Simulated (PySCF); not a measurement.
Species: C₆H₁₀.
SMILES with atom numbers: `[CH2:1]=[CH:2][CH2:3]/[CH:4]=[CH:5]\[CH3:6]` (hydrogens: H7, H8 on C1; H9 on C2; H10, H11 on C3; H12 on C4; H13 on C5; H14, H15, H16 on C6)

The same species was optimised twice, with GFN2-xTB and with PBE0-D3(BJ)/def2-SVP (PySCF), and the same property calculations (PySCF, gas phase) were run on both structures.

```
     coordinate  GFN2-xTB  PBE0-D3(BJ)/def2-SVP  change
      C4=C5 (Å)     1.324                 1.339  +0.015
      C1=C2 (Å)     1.319                 1.333  +0.014
      C2–C3 (Å)     1.500                 1.501  +0.001
      C5–C6 (Å)     1.494                 1.493  -0.001
      C3–C4 (Å)     1.502                 1.502   0.000
   C2–C3–C4 (°)     109.9                 111.7    +1.8
   C1–C2–C3 (°)     124.5                 125.2    +0.7
   C4–C5–C6 (°)     127.6                 127.8    +0.2
   C3–C4–C5 (°)     127.5                 127.6    +0.1
C1–C2–C3–C4 (°)      -117                  -115      +2
C2–C3–C4–C5 (°)      -111                  -117      -6
```

Rotational constants: A = 10497, B = 1597, C = 1522 MHz (GFN2-xTB) against A = 10892, B = 1542, C = 1470 MHz (PBE0-D3(BJ)/def2-SVP). Point groups within 0.08 Å: C1 and C1.

On the GFN2-xTB structure: lowest singlet, TDDFT (eV) 6.08 [B3LYP/def2-SVPD]; lowest triplet, Tamm–Dancoff (eV) 4.39 [B3LYP/def2-SVPD]; isotropic polarisability (au) 76.6 [B3LYP/def2-SVPD]; HOMO (eV) -6.82 [B3LYP/def2-SVPD]; LUMO (eV) -0.17 [B3LYP/def2-SVPD]; dipole (D) 0.51 [B3LYP/def2-SVPD]; HOMO (eV) -7.02 [PBE0/pcSseg-1]; LUMO (eV) 0.14 [PBE0/pcSseg-1]; dipole (D) 0.51 [PBE0/pcSseg-1]; GIAO shielding of C1 (ppm) 65.8 [PBE0/pcSseg-1]; GIAO shielding of C2 (ppm) 40.3 [PBE0/pcSseg-1]; GIAO shielding of C3 (ppm) 148.7 [PBE0/pcSseg-1]; GIAO shielding of C4 (ppm) 51.1 [PBE0/pcSseg-1]; GIAO shielding of C5 (ppm) 54.6 [PBE0/pcSseg-1]; GIAO shielding of C6 (ppm) 171.0 [PBE0/pcSseg-1].

Task: What do these properties become on the PBE0-D3(BJ)/def2-SVP structure?

Result: 
```csv
property,level,on GFN2-xTB,on PBE0-D3(BJ)/def2-SVP,change
"lowest singlet, TDDFT (eV)",B3LYP/def2-SVPD,6.08,5.98,-0.10
"lowest triplet, Tamm–Dancoff (eV)",B3LYP/def2-SVPD,4.39,4.28,-0.11
isotropic polarisability (au),B3LYP/def2-SVPD,76.6,78.5,+1.9
HOMO (eV),B3LYP/def2-SVPD,-6.82,-6.80,+0.02
LUMO (eV),B3LYP/def2-SVPD,-0.17,-0.26,-0.09
dipole (D),B3LYP/def2-SVPD,0.51,0.54,+0.03
"energy, GFN2-xTB geometry as zero (kcal/mol)",B3LYP/def2-SVPD,0.0,-1.4,-1.4
HOMO (eV),PBE0/pcSseg-1,-7.02,-7.00,+0.02
LUMO (eV),PBE0/pcSseg-1,0.14,0.06,-0.08
dipole (D),PBE0/pcSseg-1,0.51,0.54,+0.03
"energy, GFN2-xTB geometry as zero (kcal/mol)",PBE0/pcSseg-1,0.0,-0.6,-0.6
GIAO shielding of C1 (ppm),PBE0/pcSseg-1,65.8,61.4,-4.4
GIAO shielding of C2 (ppm),PBE0/pcSseg-1,40.3,37.4,-2.9
GIAO shielding of C3 (ppm),PBE0/pcSseg-1,148.7,148.0,-0.7
GIAO shielding of C4 (ppm),PBE0/pcSseg-1,51.1,47.6,-3.5
GIAO shielding of C5 (ppm),PBE0/pcSseg-1,54.6,51.1,-3.5
GIAO shielding of C6 (ppm),PBE0/pcSseg-1,171.0,169.4,-1.6
```

The heavy atoms differ by 0.057 Å rms after alignment. Among bonds between heavy atoms C1=C2 and C4=C5 change most and about equally (+0.014 to +0.015 Å). Changes are differences of the printed values. Neither structure is proved a minimum here.

The values belong to the conformer `[CH2:1]=[CH:2][CH2:3]/[CH:4]=[CH:5]\[CH3:6]`: C1–C2–C3–C4 -115°, C2–C3–C4–C5 -117°.
